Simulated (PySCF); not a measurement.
# Exercise with solution: entropy of an ideal gas

methylamine (CH₅N), SMILES CN.

Coordinates come from a PBE-D3(BJ)/def2-TZVP optimisation.

PBE-D3(BJ)/def2-TZVP (PySCF) gives the harmonic wavenumbers 301, 814, 948, 1041, 1133, 1307, 1404, 1443, 1466, 1614, 2893, 2996, 3035, 3404, 3481 cm⁻¹ and the rotational temperatures 4.9043, 1.0859, 1.0441 K. The molar mass is 31.06 g/mol, the symmetry number 1, the spin multiplicity 1.

**Question.** Work out the entropy at 298.15 K and 1 atm in the rigid-rotor, harmonic-oscillator model.

**Answer.** 
Translation (Sackur–Tetrode at 1 atm): S = R[1.5 ln M + 2.5 ln T − 1.16487] = 151.6 J/(mol K).
Rotation: q = (√π/σ) T^1.5/√(θA θB θC) = 3870, S = R[ln q + 3/2] = 81.2 J/(mol K).
Vibration: with u = 1.4388 ν/T, each mode gives R[u/(e^u − 1) − ln(1 − e^−u)]:
| ν (cm⁻¹) | modes | u | S (J/(mol K)) |
|---|---|---|---|
| 301 | 1 | 1.45 | 5.91 |
| 814 | 1 | 3.93 | 0.82 |
| 948 | 1 | 4.57 | 0.48 |
| 1041 | 1 | 5.02 | 0.33 |
| 1133 | 1 | 5.47 | 0.23 |
| 1307 | 1 | 6.31 | 0.11 |
| 1404 | 1 | 6.78 | 0.07 |
| 1443 | 1 | 6.96 | 0.06 |
| 1466 | 1 | 7.07 | 0.06 |
| 1614 | 1 | 7.79 | 0.03 |
The stiffer modes add less than 0.005 each. Sum 8.1 J/(mol K).
Spin: R ln 1 = 0.0 J/(mol K).
Total 240.9 J/(mol K); the program's own thermochemistry gives 240.9. Translation makes up 63 % and vibration 3 %. Anharmonicity, hindered rotation and orbital degeneracy are left out.
